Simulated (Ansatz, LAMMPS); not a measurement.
# Ladder of methods for the volume per atom of hcp Re

Reference value: 14.62 Å³/atom (measured, copied from a table, unchecked, extrapolated to 0 K and zero-point effects removed; as tabulated in Lejaeghere et al. (2013), arXiv:1204.2733).

```tsv
level (code)	value (Å³/atom)	error (%)
Lennard-Jones uff-vdw (LAMMPS)	16.72	+14.4
LDA (Ansatz)	14.33	-2.0
PBE (Ansatz)	14.95	+2.3
rVV10 (Ansatz)	15.29	+4.6
r²SCAN-D4 (Ansatz)	14.62	0.0
```

Leaving aside Lennard-Jones uff-vdw (doubt noted below): Once the reference is moved by up to 2.0 % (a margin picked here for doubts on the reference and the settings) and values within 0.3 % count as equal, the nearest can be r²SCAN-D4 (0.0 %), LDA (-2.0 %) or PBE (+2.3 %).

Density-functional levels without +SOC have no spin–orbit coupling. Lennard-Jones uff-vdw: this is a force field's van der Waals term alone, without bonds or charges. Cutoffs differ between the levels. Ansatz's density-functional and Hartree–Fock values are scalar-relativistic unless marked +SOC, with PAW data made under PBE.

Differences are worked out from the printed values.

Ansatz is a quantum-chemistry and plane-wave program.
